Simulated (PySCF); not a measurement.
C4H6N (doublet state).
Structure used (GFN2-xTB), in Å, numbered top down from 1:
```xyz
11
C4H6N angstrom
C      1.3495    0.0281    0.1594
C     -0.1118    0.2777    0.0486
C     -1.0187   -0.8427   -0.3140
C     -0.6173    1.5273    0.2787
N     -1.0463    2.5887    0.4741
H      1.8857    0.9343    0.4309
H      1.5476   -0.7397    0.9115
H      1.7431   -0.3457   -0.7892
H     -2.0546   -0.5146   -0.3580
H     -0.7377   -1.2595   -1.2844
H     -0.9340   -1.6512    0.4165
```

As a line formula: `C[C](C)C#N` [radical].

The calculation used PySCF, UKS B3LYP, pcH-1 on C H N, non-relativistic, mean-field spin-orbit, GIAO. Geometry: GFN2-xTB; no solvent, vibrations or thermal averaging. Couplings are sensitive to structure, and on GFN2-xTB geometries they can be far from those on DFT ones. Stability of the SCF solution: not tested.

The largest Mulliken spin populations are on C2 (+0.79), N5 (+0.39), C4 (-0.20) and C3 (-0.06). The angles at C2 add up to 360.0°, so it is planar.

Task: How do the β-proton couplings of this frozen conformer go with θ, the angle between the C–H bond and the normal to the plane of the spin centre's three neighbours, both seen down the bond from centre to carbon?

Result: 
| β H | on | centre | θ (°) | cos²θ | a (G) |
| --- | --- | --- | --- | --- | --- |
| H6 | C1 | C2 | 90 | 0.00 | +0.79 |
| H7 | C1 | C2 | 31 | 0.73 | +30.62 |
| H8 | C1 | C2 | 31 | 0.74 | +30.69 |
| H9 | C3 | C2 | 90 | 0.00 | +0.79 |
| H10 | C3 | C2 | 31 | 0.73 | +30.67 |
| H11 | C3 | C2 | 31 | 0.73 | +30.69 |

Fitting the Heller–McConnell form a = ρ(B0 + B2 cos²θ), with Mulliken ρ = 0.79, gives B0 = 1.0 G and B2 = 51.7 G; with only two distinct angles the two parameters are fixed exactly. By this fit the coupling would be 41.5 G at θ = 0° and 0.8 G at 90°.

Task: What would the freely rotating methyl group on C1 show?

Result: Three equal couplings, a 1:3:3:1 quartet. The mean of the three values of this geometry estimates the splitting: 20.7 G, or 58.0 MHz (three bonds 120° apart have a mean cos²θ of 1/2 at any torsion).

Couplings in gauss use g_iso = 2.0030.

On an Arm Neoverse V1 with one thread, on a shared host, this took 23 s of wall time (grids of density and orbitals included) and 0.56 GiB of memory at its peak.
